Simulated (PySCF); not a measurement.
## SO(OH), doublet: data card

Computed with UPBE0 in PySCF with S def2-TZVP, O def2-TZVP, H def2-TZVP; no relativity; density-fitted integrals.

The structure is a minimum.

```xyz
4
charge 0 multiplicity 2, angstrom
S     0.1211   -0.1602   -0.4290
O     1.1676    0.2444    0.5150
O    -1.3314    0.0320    0.2797
H    -1.2483    0.6849    0.9906
```

```
Point group                                                                   : C1
Bond lengths                                                                  : O–H 0.969 Å, S–O 1.466 Å, S–O 1.628 Å
Bond angles                                                                   : H–O–S 108.8°, O–S–O 108.9°
Atomisation energy without zero-point energy                                  : 1255 kJ/mol
Zero-point energy                                                             : 44.2 kJ/mol
Enthalpy at 298.15 K above 0 K                                                : 12.92 kJ/mol
Dipole moment                                                                 : 1.37 D
Principal quadrupole moments (Buckingham, traceless) about the centre of mass : -6.82, 0.07, 6.74 D Å
Lowest empty level (β)                                                        : -2.64 eV
Rotational symmetry number                                                    : 1
Entropy at 298.15 K and 1 bar (electronic part: spin only)                    : 279.4 J/(mol K)
Highest occupied level (α)                                                    : -6.50 eV
Spin squared ⟨S²⟩                                                             : 0.756
Rotational constants                                                          : 1.163, 0.3214, 0.2527 cm⁻¹
Heat capacity Cp at 298.15 K                                                  : 52.2 J/(mol K)
Principal polarisabilities                                                    : 16.4, 24.8, 31.6 bohr³
```

Harmonic modes (masses in u: S 31.972, O 15.995, H 1.008):
```tsv
symmetry	ω (cm⁻¹)	IR (km/mol)	μ (u)
a	106	120	1.18
a	407	32.3	5.89
a	811	195	15.49
a	1071	18.5	1.24
a	1218	105	10.61
a	3776	102	1.07
```

Charges (e):
```csv
atom,Mulliken,Löwdin,polar tensor,spin (Mulliken),Mayer order to S1
S1,0.48,0.44,0.93,0.60,–
O2,-0.40,-0.34,-0.53,0.33,1.84
O3,-0.41,-0.25,-0.68,0.07,1.06
H4,0.33,0.15,0.29,0.00,0.05
```
Other Mayer orders above 0.3: O–H 0.86.

Mulliken populations on S1: s 5.85, p 9.15, d 0.46, f 0.06.

Outer orbital energies (eV). α occupied: -19.57, -15.11, -13.49, -13.27, -11.68, -10.77, -9.51, -6.50; empty: -0.04, 1.06, 1.54, 6.53. β occupied: -28.71, -18.96, -14.76, -13.27, -12.30, -11.13, -9.76, -9.21; empty: -2.64, 0.19, 1.34, 1.83.

This need not be the most stable arrangement of these atoms.

The final relaxation and frequency run took 40 s on 4 threads of a shared Arm Neoverse V2 host, with 105 basis functions and 22 gradients; the process peaked at 1.2 GiB.
